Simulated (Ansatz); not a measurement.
We consider zinc-blende HgTe, described by r²SCAN (plane waves, PAW; Ansatz, a first-principles code).

Numerical settings: plane-wave cutoff 560 eV, 10×10×10 k mesh, Fermi–Dirac smearing 0.01 eV, scalar-relativistic PAW data made under PBE.

Pressure at four volumes; x = ln(V/35.491 Å³). One pressure is withheld.

```
V (Å³/atom)        x  P (GPa)
-----------  -------  -------
33.361       -0.0619     2.91
35.491        0.0000     0.01
36.911        0.0392    -1.42
37.620        0.0583        ?
```

Problem. Pass a parabola P(x) through the three rows shown, estimate the bulk modulus and its pressure derivative near zero pressure, and predict the withheld pressure.

Solution. Slopes between the rows: (0.01 − (2.91))/(0.0000 − (-0.0619)) = -46.85 and (-1.42 − (0.01))/(0.0392 − (0.0000)) = -36.48 GPa. Their difference over the span 0.1011 is c = 10.37/0.1011 = 102.6 GPa, so P(x) = 2.91 + (-46.85)(x − (-0.0619)) + 102.6 (x − (-0.0619))(x − (0.0000)). At the middle row B = −dP/dx = −[-46.85 + 102.6 × 0.0619] = 40.5 GPa, and B′ = dB/dP = 2c/B = 5.1. At x = 0.0583 the parabola gives -2.00 GPa; the run gives -2.01 GPa. The Birch–Murnaghan fit to the energies at all volumes has B0 = 40.1 GPa and B′ = 5.1.

Measured, for comparison: bulk modulus 42.3 GPa (temperature not stated, no zero-point or thermal correction; as tabulated in Toher et al. (2017), arXiv:1611.05714). Computed less measured: bulk modulus -5 %.

Spin–orbit coupling is not included; it can shift volumes and moduli of such heavy elements.
